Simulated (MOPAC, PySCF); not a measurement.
C2H3Cl, SMILES `C=CCl`, neutral singlet in the gas phase. 

Z-matrix (Å, degrees):
```
C
C 1 1.3151
H 1 1.0800 2 123.75
H 2 1.0807 1 122.07 3 -180.00
H 2 1.0811 4 118.33 1 -180.00
Cl 1 1.7285 3 112.89 2 -180.00
```
Charge 0, multiplicity 1.

All levels are single points at this geometry (CAM-B3LYP-D3(BJ)/def2-TZVP); Pople sets use spherical d functions. Orbital energies aren't observables, and empty levels follow the basis.

B3LYP/6-311+G** in PySCF gives HOMO (eV) = -7.42.

Question: Estimate the HOMO (eV) from each of these levels: CAM-B3LYP-D3(BJ)/def2-TZVP in PySCF; B3LYP/3-21G in PySCF; B3LYP/LANL2DZ in PySCF; SVWN5/6-31G* in PySCF; HF/3-21G in PySCF; AM1 in MOPAC; PM6 in MOPAC; PM7 in MOPAC.

Answer: 
| level | HOMO (eV) |
|---|---|
| CAM-B3LYP-D3(BJ)/def2-TZVP in PySCF | -8.91 |
| B3LYP/3-21G in PySCF | -7.25 |
| B3LYP/LANL2DZ in PySCF | -7.33 |
| SVWN5/6-31G* in PySCF | -6.30 |
| HF/3-21G in PySCF | -10.28 |
| AM1 in MOPAC | -10.36 |
| PM6 in MOPAC | -10.24 |
| PM7 in MOPAC | -10.48 |
